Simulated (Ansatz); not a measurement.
Geometry optimisation, RKS B3LYP/6-31G* (Ansatz 0.2.0).

input.yaml

```yaml
crystal:
  periodic: [false, false, false]
  atoms:
    - { symbol: Si, position_ang: [0.289047, 0.062341, -0.133878] }
    - { symbol: H, position_ang: [0.109237, -0.048813, 1.322081] }
    - { symbol: F, position_ang: [1.878416, -0.014127, -0.426049] }
    - { symbol: H, position_ang: [-0.210752, 1.358059, -0.639396] }
    - { symbol: H, position_ang: [-0.348616, -1.091229, -0.81155] }
    - { symbol: O, position_ang: [-2.38342, 0.034021, 0.934136] }
    - { symbol: H, position_ang: [-2.744663, -0.857524, 0.80983] }
    - { symbol: H, position_ang: [-1.728848, -0.072429, 1.665326] }
basis:
  gaussian: { orbitals: "6-31G*" }
hamiltonian:
  xc: b3lyp
relax:
  f_tol: 0.03
  max_steps: 50
```

Run as:

```bash
$ ansatz run input.yaml --threads 1 --pin off --max-ram 2048MiB --backend cpu --events-out ev --progress --plain --runs-dir out
```

Q: Where does it end, and by what steps?

A: The forces met the threshold. After 7 steps the energy has fallen by 0.099 eV; H8 moved furthest, 0.53 Å.

| step | energy less start (eV) | largest force component (eV/Å) | accepted |
| --- | --- | --- | --- |
| 0 | 0.0000 | 0.761 | yes |
| 1 | -0.0463 | 0.988 | yes |
| 2 | -0.0753 | 0.391 | yes |
| 3 | -0.0858 | 0.202 | yes |
| 4 | -0.0953 | 0.069 | yes |
| 5 | -0.0962 | 0.053 | yes |
| 6 | -0.0967 | 0.200 | yes |
| 7 | -0.0985 | 0.019 | yes |

```xyz
8
Properties=species:S:1:pos:R:3
Si 0.330 0.041 -0.105
H 0.430 -0.087 1.371
F 1.850 0.013 -0.671
H -0.265 1.330 -0.519
H -0.364 -1.126 -0.706
O -2.269 0.026 0.871
H -2.634 -0.842 0.640
H -2.217 0.016 1.839
```

Whether the end is a true minimum wasn't checked by a vibrational analysis.

Run time: 14 s on 1 thread of Arm Neoverse V2, on a shared host, peak memory 0.12 GiB.
